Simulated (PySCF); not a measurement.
SiCl2, optimised at B3LYP/6-31G*:

```xyz
3

Si     0.0438     0.0845     0.1462
Cl     0.7776     0.2882    -1.8201
Cl    -1.1488    -1.6484     0.0021
```

Computed with PySCF (xtb for GFN2) and rigid-rotor harmonic-oscillator thermochemistry at 1 bar. 6-31G* has spherical d functions here. All species are closed-shell singlets. B3LYP is the form with VWN-RPA correlation.

**Question.** List the harmonic frequencies (cm⁻¹, unscaled) at this level and at the other levels, each on its own geometry.

**Answer.** 
- B3LYP/6-31G*: 190, 495, 498
- GFN2-xTB: 179, 422, 446
- HF/6-31G*: 218, 528, 536
- PBE/def2-SVP: 183, 504, 508
- PBE0/def2-TZVP: 197, 514, 520
